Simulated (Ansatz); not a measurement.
# Ytterbium, fcc: convergence with cold smearing

Computed with Ansatz, r²SCAN, scalar-relativistic PAW, on the relaxed cell (a = 5.219 Å; spin not included). Errors count from a run at 500 eV on a Γ-centred 17×17×17 mesh with Fermi-Dirac smearing of 0.1 eV, extrapolated to zero width. Fixed here: cutoff 500 eV, mesh 10×10×10. On a gapped cell the program narrows a wide typed smearing by itself. The SCF starts from atomic densities corrected by a trained network.

| width (eV) | E(σ→0) error (meV/atom) | F error (meV/atom) | P (GPa) | SCF iterations |
| --- | --- | --- | --- | --- |
| 0.01 | -10.4 | -10.4 | -0.28 | 14 |
| 0.03 | -10.4 | -10.5 | -0.27 | 14 |
| 0.1 | -10.4 | -10.4 | -0.28 | 26 |
| 0.2 | 48.2 | 127.1 | -0.76 | 26 |
| 0.3 | 126.2 | 246.8 | -0.64 | 25 |
| 0.6 | 376.3 | 603.7 | -0.34 | 24 |
| 1.0 | 716.2 | 990.8 | -0.04 | 17 |
